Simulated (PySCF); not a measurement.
Molecule: cyclopentane (C1CCCC1, C5H10).

Numbering as in the mapped SMILES `[CH2:1]1[CH2:2][CH2:3][CH2:4][CH2:5]1`. Hydrogens are named by the atom that carries them.

Spin–spin couplings on one PBE0-D3(BJ)/def2-SVP geometry, PySCF, gas phase, non-relativistic, equivalent pairs averaged (without the spin–dipole term); isotopes 13C, 1H; functional B3LYP.

Reference values (Hz): 1J(C1,H(C1)) = 128.5 (measured; liquid or solution (compiled); Cremer, Kraka, Wu, Luettke, ChemPhysChem 2004, 5, 349); 1J(C1,C2) = 32.3 (measured; liquid or solution (compiled); Cremer, Kraka, Wu, Luettke, ChemPhysChem 2004, 5, 349).

Task: How do the couplings (Hz) change with the basis set? Times are CPU seconds on shared hosts with different chips, so compare them loosely. Far from the basis limit: 6-31G*, pcJ-0, 6-31G-J, def2-TZVP, cc-pVTZ.

Result: 
```
basis set  functions  1J(C1,H(C1))  1J(C1,C2)  mean abs. error  core-s
   6-31G*         90         146.5       47.8             16.8      12
    pcJ-0         95         115.6       25.9              9.6      12
  6-31G-J        100         138.6       34.3              6.0      13
def2-TZVP        215         126.7       32.6              1.0      44
    pcJ-1        235         134.6       34.3              4.1      16
  cc-pVTZ        290         117.2       26.0              8.8      66
```

Errors compare magnitudes, without vibrational corrections, and the largest couplings weigh most in the mean. Closest: def2-TZVP; furthest: 6-31G*.

The Fermi-contact term samples the wavefunction at the nucleus, which is why sets with added tight s functions (names with J) are made for couplings. Agreement of an ordinary basis with the reference is then largely a cancellation of errors.
